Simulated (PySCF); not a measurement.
# Core-level binding energies of `Sc1cnoc1`

Species: C3H3NOS.
SMILES with atom numbers: `[SH:1][c:2]1[cH:3][n:4][o:5][cH:6]1`

Method used: PySCF 2.14.0, delta-SCF UKS SCAN, pcX-2 on the ionised atom, pcseg-1 elsewhere, spin-free X2C. Vertical ΔSCF values, vacuum level as zero.

List the computed XPS lines with their assignment.

```csv
atom(s),environment,level,binding energy (eV),above the level's lowest (eV),count
S1,thiol sulfur,S 1s,2478.35,0.00,1
C2,substituted aromatic carbon,C 1s,291.82,0.00,1
C3,aromatic CH next to a ring nitrogen,C 1s,291.84,+0.02,1
N4,pyridine-type nitrogen,N 1s,406.27,0.00,1
O5,ring oxygen,O 1s,540.58,0.00,1
C6,aromatic CH next to a ring oxygen,C 1s,292.17,+0.35,1
```

The listed C 1s values span 0.35 eV, from C2 (bonded to S and 2 C (aromatic in the SMILES)) to C6 (bonded to O (aromatic in the SMILES), C (aromatic in the SMILES) and H). The widest gap between neighbouring values is 0.33 eV, between 291.84 and 292.17 eV. Summing the Pauling electronegativity differences to the bonded atoms, each weighted by its formal bond order, gives +0.03 for the lowest site and +0.99 for the highest; no listed site has a larger sum than the highest. The values 291.82 and 291.84 eV lie too close for their order to be trusted.

Which effective nuclear charge Zeff reproduces each element's mean 1s value in the hydrogen-like formula E = 13.606 eV × Zeff²?

C (Z = 6): mean 291.9 eV, Zeff = 4.63, Z − Zeff = 1.37; N (Z = 7): mean 406.3 eV, Zeff = 5.46, Z − Zeff = 1.54; O (Z = 8): mean 540.6 eV, Zeff = 6.30, Z − Zeff = 1.70; S (Z = 16): mean 2478.4 eV, Zeff = 13.50, Z − Zeff = 2.50. Means run over the listed sites, weighted by atom count.

Not every level is listed. The structure is a single PBE0-D3(BJ)/def2-SVP conformer in the gas phase; no vibrational or solvent corrections.

Shape of the structure used: `[SH:1][c:2]1[cH:3][n:4][o:5][cH:6]1`: H–S1–C2–C3 1°.
